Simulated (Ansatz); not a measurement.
# CH3B+ (quartet): the correlation ladder, cc-pVDZ

An exercise on one series of results from a longer session: the logs are not shown, and one member is left open.

Program: Ansatz 0.2.0, Gaussian basis. Level of theory: cc-pVDZ, core rule «outside noble gas», up to 2 orbitals frozen. These are calculated values, not measurements.

To be run: UHF; CCSD(T) on ROHF; CCSD(T) on UHF; BCCD(T) on ROHF; CISD; CCSDT(Q) on ROHF; CCSDT(Q) on UHF; CASSCF and MRCISD+Q, 9 electrons in 11 orbitals; CASSCF and NEVPT2, 9 electrons in 11 orbitals.

20 further runs of the same task are left out: 7 that didn't finish, 13 set aside as unsound or not needed.

## The geometry

The geometry is a PBE0/def2-TZVP stationary point (not a proven minimum) of the parent state, kept for this charge and spin.

5 atoms, charge 1, spin multiplicity 4.

Atoms are counted from 1 here; the program's logs count them from 0.

Bond lengths: B1–C2 1.496 Å, B1–H3 1.202 Å, B1–H4 1.196 Å, C2–H5 1.082 Å. Angles: C2–B1–H3 119.8°, C2–B1–H4 120.9°, H3–B1–H4 119.3°, B1–C2–H5 144.8°.

Set-up of the first run:

File in.yaml:

```yaml
crystal:
  periodic: [false, false, false]
  atoms:
    - {symbol: B, position_ang: [0.000000, 0.050359, 0.739783]}
    - {symbol: C, position_ang: [0.000000, -0.101482, -0.748988]}
    - {symbol: H, position_ang: [0.000000, 1.148901, 1.227395]}
    - {symbol: H, position_ang: [0.000000, -0.908685, 1.455152]}
    - {symbol: H, position_ang: [0.000000, 0.428910, -1.692336]}
basis:
  gaussian: {orbitals: cc-pVDZ}
total_charge: 1
magnetization: {spin_polarized: true, initial_magnetization: 3}
hamiltonian: {xc: hf}
output: {orbitals: {seedname: orbitals}}
```

On the command line:

```
$ ansatz run in.yaml --threads 1 --pin off --events-out ev --progress --plain --max-ram 2393MiB
```

Among the steps run: UHF; CCSD(T) on ROHF; CCSD(T) on UHF; BCCD(T) on ROHF; CISD; CCSDT(Q) on ROHF; CCSDT(Q) on UHF; CASSCF and MRCISD+Q, 9 electrons in 11 orbitals; CASSCF and NEVPT2, 9 electrons in 11 orbitals.

One of the session's tables, all rows but one given; the rest of the session is left out.

```
          method  from UCCSDT(Q) (meV)
            ROHF               +5286.5
             UHF               +5029.3
            RMP2               +1129.6
            UMP2                     ?
            CISD                +430.4
           RCCSD                +169.7
           UCCSD                +159.8
        RCCSD(T)                 +38.1
        UCCSD(T)                 +36.2
         BCCD(T)                 +37.5
          RCCSDT                  +8.2
          UCCSDT                  +6.4
       RCCSDT(Q)                  +2.2
       UCCSDT(Q)                     0
  CASSCF valence               +2831.3
  NEVPT2 valence                +658.6
  MRCISD valence                +136.7
MRCISD+Q valence                 +19.5
```

**Question.** Estimate the row for UMP2.

**Answer.** from UCCSDT(Q) (meV): +1107.3. In the column «from UCCSDT(Q) (meV)» it lies between NEVPT2 valence (+658.6) and RMP2 (+1129.6).

Caveats from the session: Restricted and unrestricted rows rest on different reference determinants; where their highest levels disagree by more than a few hundredths of an eV, they describe different states and don't form one ladder.
